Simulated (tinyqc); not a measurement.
Inside a calculation (part 3 of 3). Method: UHF in the sto-3g basis, for H2F+, spin multiplicity 1. Computed by tinyqc, a small Python program that keeps every step (integrals from PySCF). Command: `OMP_NUM_THREADS=1 python tinyqc.py 29087 29088 out.jsonl` (the two numbers bound the seeds that draw the settings). One thread of a shared host (Intel(R) Xeon(R) Processor @ 2.60GHz), about 0.1 s of CPU time with the checks.

Geometry (angstrom):
```
atom         x          y         z
F     0.000000   0.000000  0.000000
H     0.000000   0.968000  0.810000
H     0.000000  -0.968000  0.810000
```

## Populations, bond orders and dipole

D(alpha) after iteration 38, order 1F 1s, 1F 2s, 1F 2px, 1F 2py, 1F 2pz, 2H 1s, 3H 1s:
$$\begin{pmatrix}
1.058140 & -0.244607 & 0.000002 & 0.000000 & 0.029794 & -0.006242 & -0.006242 \\
-0.244607 & 1.036135 & -0.000012 & 0.000000 & -0.156235 & -0.001117 & -0.001117 \\
0.000002 & -0.000012 & 1.000000 & 0.000000 & -0.000017 & 0.000020 & 0.000020 \\
0.000000 & 0.000000 & 0.000000 & 0.613126 & 0.000000 & 0.267545 & -0.267545 \\
0.029794 & -0.156235 & -0.000017 & 0.000000 & 0.715080 & 0.231518 & 0.231518 \\
-0.006242 & -0.001117 & 0.000020 & 0.267545 & 0.231518 & 0.194163 & -0.039329 \\
-0.006242 & -0.001117 & 0.000020 & -0.267545 & 0.231518 & -0.039329 & 0.194163
\end{pmatrix}$$

D(beta) after iteration 38, order 1F 1s, 1F 2s, 1F 2px, 1F 2py, 1F 2pz, 2H 1s, 3H 1s:
$$\begin{pmatrix}
1.058140 & -0.244607 & -0.000002 & 0.000000 & 0.029794 & -0.006242 & -0.006242 \\
-0.244607 & 1.036135 & 0.000012 & 0.000000 & -0.156235 & -0.001117 & -0.001117 \\
-0.000002 & 0.000012 & 1.000000 & 0.000000 & 0.000017 & -0.000020 & -0.000020 \\
0.000000 & 0.000000 & 0.000000 & 0.613126 & 0.000000 & 0.267545 & -0.267545 \\
0.029794 & -0.156235 & 0.000017 & 0.000000 & 0.715080 & 0.231518 & 0.231518 \\
-0.006242 & -0.001117 & -0.000020 & 0.267545 & 0.231518 & 0.194163 & -0.039329 \\
-0.006242 & -0.001117 & -0.000020 & -0.267545 & 0.231518 & -0.039329 & 0.194163
\end{pmatrix}$$

overlap S, order 1F 1s, 1F 2s, 1F 2px, 1F 2py, 1F 2pz, 2H 1s, 3H 1s:
$$\begin{pmatrix}
1.000000 & 0.237990 & 0.000000 & 0.000000 & 0.000000 & 0.021778 & 0.021778 \\
0.237990 & 1.000000 & 0.000000 & 0.000000 & 0.000000 & 0.253936 & 0.253936 \\
0.000000 & 0.000000 & 1.000000 & 0.000000 & 0.000000 & 0.000000 & 0.000000 \\
0.000000 & 0.000000 & 0.000000 & 1.000000 & 0.000000 & 0.172189 & -0.172189 \\
0.000000 & 0.000000 & 0.000000 & 0.000000 & 1.000000 & 0.144084 & 0.144084 \\
0.021778 & 0.253936 & 0.000000 & 0.172189 & 0.144084 & 1.000000 & 0.132300 \\
0.021778 & 0.253936 & 0.000000 & -0.172189 & 0.144084 & 0.132300 & 1.000000
\end{pmatrix}$$

Mulliken: Z minus the diagonal of D S on the atom; Loewdin: the same with S^(1/2) D S^(1/2); Mayer order: 2 sum_s sum (D(s) S)_ij (D(s) S)_ji over the two atoms.

Charges (e):
```
atom  Mulliken   Loewdin  Mulliken spin
1F    0.071867  0.137391              0
2H    0.464067  0.431305              0
3H    0.464067  0.431305              0
```

Mayer bond orders:
```
pair     order
2-1   0.781775
3-1   0.781775
3-2   0.002867
```

dipole moment about the origin, x y z (debye): [0.000000, 0.000000, 4.065890]

<S^2> of the determinant (pure state: 0) = 3.44e-09
